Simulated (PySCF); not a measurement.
**Level sweep**

Species: 2,3-hexadiene, C6H10.
Geometry (PBE0-D3(BJ)/def2-SVP, Å), atoms numbered from 1 in this order:
```
atom  x, y, z in Å
C1     3.081   -0.169    0.730
C2     1.868    0.562    0.236
C3     0.698    0.018    0.005
C4    -0.470   -0.539   -0.207
C5    -1.578   -0.652    0.806
C6    -2.838    0.094    0.384
H7     2.869   -1.235    0.892
H8     3.439    0.260    1.681
H9     3.911   -0.087    0.010
H10    1.977    1.640    0.050
H11   -0.679   -0.937   -1.211
H12   -1.818   -1.721    0.950
H13   -1.220   -0.279    1.778
H14   -3.642   -0.030    1.125
H15   -2.640    1.172    0.275
H16   -3.216   -0.272   -0.584
```

PySCF, dipoles from the SCF density, polarisabilities from static response with core orbitals frozen. The structure is a single PBE0-D3(BJ)/def2-SVP conformer in the gas phase; no vibrational or solvent corrections.

Task: Compare the levels for these properties.

Result: 

| level | μ (D) | α (Å³) | anisotropy (Å³) |
| --- | --- | --- | --- |
| LDA/def2-SVPD | 0.275 | 12.51 | 8.77 |
| PBE/def2-SVPD | 0.259 | 12.36 | 8.76 |
| B3LYP/def2-SVPD | 0.246 | 12.09 | 8.49 |
| PBE0/def2-SVPD | 0.255 | 11.95 | 8.40 |
| BHandHLYP/def2-SVPD | 0.242 | 11.75 | 8.28 |
| CAM-B3LYP/def2-SVPD | 0.241 | 11.87 | 8.21 |
| wB97X-D/def2-SVPD | 0.257 | 11.87 | 8.14 |
| LC-wPBE/def2-SVPD | 0.241 | 11.51 | 7.89 |
| HF/def2-SVPD | 0.240 | 11.54 | 8.27 |
| PBE0/6-31G* | 0.200 | 10.00 | 8.53 |
| PBE0/def2-SVP | 0.228 | 10.48 | 8.48 |
| PBE0/def2-TZVP | 0.263 | 11.70 | 8.67 |

The anisotropy is √(½[(α1 − α2)² + (α2 − α3)² + (α3 − α1)²]). The dipole runs from 0.20 D (PBE0/6-31G*) to 0.28 D (LDA/def2-SVPD). No reference polarisability is at hand; against PBE0 in the largest diffuse basis at hand (def2-SVPD) the other PBE0 rows deviate by 6-31G* -16%, def2-SVP -12%, def2-TZVP -2%. In one basis (def2-SVPD) the functionals order the polarisability from LC-wPBE (lowest) to LDA (highest), a spread of 9%. With PBE0 the polarisability is 10.73 Å³ without diffuse functions (mean of 6-31G*, def2-SVP and def2-TZVP) and 11.95 Å³ with them (def2-SVPD).
